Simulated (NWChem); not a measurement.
Species: fluorine (F2); SMILES FF

```xyz
2

F      0.0000     0.0000     0.7029
F      0.0000     0.0000    -0.7029
```
Atoms are numbered in this order, from 1.

All runs: NWChem. Geometry optimised at B3LYP/6-31G*; all other runs use it. Pople sets run with spherical d functions.

```csv
quantity,level,value
cavity-dispersion-structure term (kcal/mol) in water,"B3LYP/6-31G*, SMD",2.3
−ε(HOMO) (eV),B3LYP/def2-SVP,10.99
"vertical, lowest excitation, singlet (eV)","B3LYP/def2-SVPD, TDA",4.50
"isotropic polarisability (bohr³), static",B3LYP/def2-SVPD,8.4
highest harmonic frequency (cm⁻¹),B3LYP/6-31G*,1055
```
